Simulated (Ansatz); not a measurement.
Geometry optimisation, RHF/6-31G* in Ansatz 0.2.0.

The input (input.yaml):

```yaml
crystal:
  periodic: [false, false, false]
  atoms:
    - { symbol: C, position_ang: [-0.7134, 1.7109, 1.5203] }
    - { symbol: C, position_ang: [-1.0566, 0.7782, 0.6369] }
    - { symbol: C, position_ang: [-0.183, 0.3562, -0.501] }
    - { symbol: C, position_ang: [0.3601, -1.0964, -0.339] }
    - { symbol: "N", position_ang: [1.1486, -1.5264, -1.4605] }
    - { symbol: H, position_ang: [0.1706, 2.3248, 1.4557] }
    - { symbol: H, position_ang: [-1.4337, 2.0264, 2.2992] }
    - { symbol: H, position_ang: [-1.9671, 0.2793, 0.718] }
    - { symbol: H, position_ang: [0.7384, 1.0192, -0.4935] }
    - { symbol: H, position_ang: [-0.6893, 0.4872, -1.4088] }
    - { symbol: H, position_ang: [0.8157, -1.2446, 0.6298] }
    - { symbol: H, position_ang: [-0.5733, -1.7538, -0.2938] }
    - { symbol: H, position_ang: [0.70237, -2.29435, -1.8586] }
    - { symbol: H, position_ang: [1.1192, -0.74646, -2.09833] }
basis:
  gaussian: { orbitals: "6-31G*" }
hamiltonian:
  xc: hf
relax:
  f_tol: 0.015
  max_steps: 40
```

Run as:

```bash
$ ansatz run input.yaml --threads 1 --pin off --max-ram 2048MiB --backend cpu --events-out ev --progress --plain --runs-dir out
```

Task: Where does it end, and by what steps?

Result: It converged. After 22 steps the energy has fallen by 0.540 eV; H14 moved furthest, 0.82 Å.

```json
{"step": "0", "energy less start (eV)": "0.0000", "largest force component (eV/Å)": "3.522", "accepted": "yes"}
{"step": "1", "energy less start (eV)": "-0.2171", "largest force component (eV/Å)": "2.155", "accepted": "yes"}
{"step": "2", "energy less start (eV)": "-0.3571", "largest force component (eV/Å)": "1.345", "accepted": "yes"}
{"step": "3", "energy less start (eV)": "-0.3672", "largest force component (eV/Å)": "0.490", "accepted": "yes"}
{"step": "4", "energy less start (eV)": "-0.4206", "largest force component (eV/Å)": "0.415", "accepted": "yes"}
{"step": "5", "energy less start (eV)": "-0.4413", "largest force component (eV/Å)": "0.232", "accepted": "yes"}
{"step": "6", "energy less start (eV)": "-0.4910", "largest force component (eV/Å)": "0.283", "accepted": "yes"}
{"step": "7", "energy less start (eV)": "-0.4548", "largest force component (eV/Å)": "1.439", "accepted": "no"}
{"step": "8", "energy less start (eV)": "-0.4949", "largest force component (eV/Å)": "0.903", "accepted": "yes"}
{"step": "9", "energy less start (eV)": "-0.5265", "largest force component (eV/Å)": "0.372", "accepted": "yes"}
{"step": "10", "energy less start (eV)": "-0.5329", "largest force component (eV/Å)": "0.327", "accepted": "yes"}
{"step": "11", "energy less start (eV)": "-0.5092", "largest force component (eV/Å)": "0.908", "accepted": "no"}
{"step": "12", "energy less start (eV)": "-0.5375", "largest force component (eV/Å)": "0.141", "accepted": "yes"}
{"step": "13", "energy less start (eV)": "-0.5376", "largest force component (eV/Å)": "0.236", "accepted": "yes"}
{"step": "14", "energy less start (eV)": "-0.5374", "largest force component (eV/Å)": "0.131", "accepted": "no"}
{"step": "15", "energy less start (eV)": "-0.5394", "largest force component (eV/Å)": "0.160", "accepted": "yes"}
{"step": "16", "energy less start (eV)": "-0.5318", "largest force component (eV/Å)": "0.524", "accepted": "no"}
{"step": "17", "energy less start (eV)": "-0.5393", "largest force component (eV/Å)": "0.106", "accepted": "no"}
{"step": "18", "energy less start (eV)": "-0.5401", "largest force component (eV/Å)": "0.035", "accepted": "yes"}
{"step": "19", "energy less start (eV)": "-0.5400", "largest force component (eV/Å)": "0.107", "accepted": "no"}
{"step": "20", "energy less start (eV)": "-0.5402", "largest force component (eV/Å)": "0.015", "accepted": "yes"}
{"step": "21", "energy less start (eV)": "-0.5403", "largest force component (eV/Å)": "0.017", "accepted": "yes"}
{"step": "22", "energy less start (eV)": "-0.5403", "largest force component (eV/Å)": "0.010", "accepted": "yes"}
```

```xyz
14
Properties=species:S:1:pos:R:3
C -0.752 1.723 1.595
C -1.042 0.844 0.656
C -0.127 0.443 -0.469
C 0.236 -1.042 -0.429
N 1.099 -1.381 -1.550
H 0.193 2.240 1.617
H -1.450 1.967 2.376
H -2.006 0.357 0.679
H 0.786 1.028 -0.443
H -0.613 0.658 -1.420
H 0.778 -1.248 0.487
H -0.679 -1.638 -0.394
H 1.415 -2.329 -1.481
H 0.601 -1.303 -2.416
```

Whether the end is a true minimum wasn't checked by a vibrational analysis.

The run took 51 s on 1 thread of Arm Neoverse V1, on a shared host, peak memory 0.17 GiB.
